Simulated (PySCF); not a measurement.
C2H5, SMILES [CH2]C, doublet, PBE0/def2-SVP optimised geometry.

```
7

C      0.34     0.58     0.00
C     -0.42    -0.68    -0.21
H      1.43     0.58     0.00
H     -0.16     1.55     0.00
H     -0.56    -0.91    -1.28
H      0.09    -1.55     0.23
H     -1.43    -0.62     0.23
```

Density from unrestricted PBE0/def2-TZVP run with PySCF at that geometry.

Minimum of the electron density along straight lines between bonded atoms, close to the bond critical point (lines longer than 1.1 times the sum of covalent radii, or with two minima, are not listed):

```tsv
bond	length / Å	ρ at the minimum / e bohr⁻³	∇²ρ there / e bohr⁻⁵	position (fraction from the first atom)
C1–C2	1.482	0.265	-0.70	0.51
C1–H3	1.093	0.277	-0.95	0.65
C1–H4	1.093	0.277	-0.95	0.65
C2–H5	1.110	0.263	-0.86	0.64
C2–H6	1.102	0.271	-0.91	0.64
C2–H7	1.102	0.271	-0.91	0.64
```
